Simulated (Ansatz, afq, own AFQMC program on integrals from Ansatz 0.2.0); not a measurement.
**B2H2, triplet in cc-pVDZ, levels against CCSDT(Q)**

```xyz
4

B     0.0000    0.0000    0.7529
B     0.0000    0.0000   -1.0096
H     0.0000    1.0240    1.3765
H     0.0000   -1.0240    1.3765
```

Connectivity, by distances: BH2–B.

Basis cc-pVDZ. Noble-gas cores (and the filled d shells of Ga–Kr and In–Xe) are frozen. AFQMC by an in-house program on the Cholesky factors that Ansatz 0.2.0 writes for its CCSD(T) run. ph-AFQMC/CISD is guided by a CISD state made of CCSD amplitudes; releasing the constraint for a short imaginary time cuts its bias at the price of noise, slowly where states lie close. Free projection: walkers drawn from exp(T), propagated without any constraint. Its projection time is finite, and what remains of the start isn't in its error. ± is one standard error of the sampling.

Determinant: UHF, the one that the program's search chose, which needn't be the lowest solution. The geometry is a PBE0/def2-TZVP stationary point of this or a neighbouring charge and spin state.

No full CI on the walks' own integrals is used here; CCSDT(Q) serves as the reference and is uncertain by about the last step of the cluster series.

```
T1 diagnostic                               : 0.0370
weight of the determinant in the CISD state : 0.886
⟨S²⟩ of the determinant                     : 2.005
size of the correlated space                : 8 electrons in 36 orbitals
```

Reference: CCSDT(Q), correlation energy -4.361 eV. The released energy is read at 2.40 1/Eh (meV from the phaseless value at times in 1/Eh: -7 ± 10 at 0.24, -17 ± 10 at 0.51, -17 ± 9 at 0.99, -6 ± 9 at 1.62, -12 ± 11 at 2.40).

| level | E − E(reference) (meV) | share of correlation (%) |
| --- | --- | --- |
| HF | 4360.7 | 0.00 |
| MP2 | 1102.3 | 74.72 |
| CCSD | 175.0 | 95.99 |
| CCSD(T) | 46.4 | 98.93 |
| CCSDT | 6.4 | 99.85 |
| ph-AFQMC/HF | -1.0 ± 42.7 | 100.02 |
| ph-AFQMC/CISD | 5.9 ± 8.3 | 99.87 |
| released AFQMC | -6.3 ± 11.2 | 100.14 |
| free AFQMC | 1.5 ± 12.8 | 99.97 |

Free projections are given only where their last times agree within the noise and don't stop above the reference; a slow remainder of the start can still hide under it. A walk keeps the symmetry of its determinant, which the program's search chose and which needn't be the lowest solution, so a lower state of the same spin and another symmetry isn't excluded. Released energies are given only where the last usable release times agree within the noise; a slower fall can still hide under it.
